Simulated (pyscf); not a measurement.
Structures and frequencies: ωB97X-D3(BJ)/def2-SVP in PySCF.

Q: For the elementary gas-phase step `[CH3][GaH][CH3]` + `[ClH]` → `[CH3][Ga]([CH3])[Cl]` + `[H][H]` (singlet surface; Ga–H, Cl–H broken, Cl–Ga, H–H formed), what barrier and reaction energy does ωB97M-D3(BJ)/def2-TZVP give, measured from the separated reactants?

A: ΔE‡ = 1.6 kcal/mol, ΔE = -29.4 kcal/mol. Zero-point energy shifts the barrier by +0.8 kcal/mol. It is a four-centre exchange, with an imaginary mode of 824i cm⁻¹. On the reactant side the descent ends in a complex, 6.6 kcal/mol under the separated species and 5.7 kcal/mol under the saddle at ωB97X-D3(BJ)/def2-TZVP. At ωB97X-D3(BJ) the barrier from the zero used here is -0.9 kcal/mol. This is the saddle that the search found; another between the same sides may lie lower. Elements up to Kr have no core potential and no relativistic terms here.
